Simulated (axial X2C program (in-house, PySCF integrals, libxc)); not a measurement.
SiCN⁺: properties at the nuclei

Calculated with an axial X2C code built on PySCF integrals: two-component X2C with atomic mean-field Coulomb and Gaunt terms, Gaussian nuclei, basis Si dyall-v3z, C dyall-v3z, N dyall-av3z with contracted cores.

Si–C–N held linear, with bonds 1.820 and 1.163 Å (near the PBE0 minimum at charge 1 of the determinant lowest at the starting distance; the state shown can have its own minimum elsewhere, held linear; other orders of the atoms were not compared).

Determinant lowest in the PBE0 search, Ω = 0 (closed shell), highest spinor 29% Si p, 24% N p, 19% Si s:

| level | qzz Si (a.u.) | qzz C (a.u.) | qzz N (a.u.) |
| --- | --- | --- | --- |
| PBE0 | -2.32 | -0.41 | -1.50 |
| HF | -2.46 | -0.44 | -1.68 |
| BHandHLYP | -2.40 | -0.44 | -1.60 |

qzz is the electric field gradient, eQq0 = 234.96 MHz × Q/barn × qzz. The operators were transformed with the bare-nucleus X2C matrices; with these basis sets, hyperfine constants and field gradients can be off by tens of per cent, and where levels differ in sign neither size nor sign is settled.

Problem. With Q(14N) = 0.02044 barn (Q from Pyykkö, Mol. Phys. 2018), turn the PBE0 values of the first state into constants in MHz.

Solution. eQq0(14N) = 234.96 × (0.02044) × (-1.50) = -7.2 MHz.

The molecule was held linear; bending was not examined, so a bent shape may lie lower.

Each state is one determinant with collinear spin. The search compared states at one distance, so a state with another bond length can lie lower.
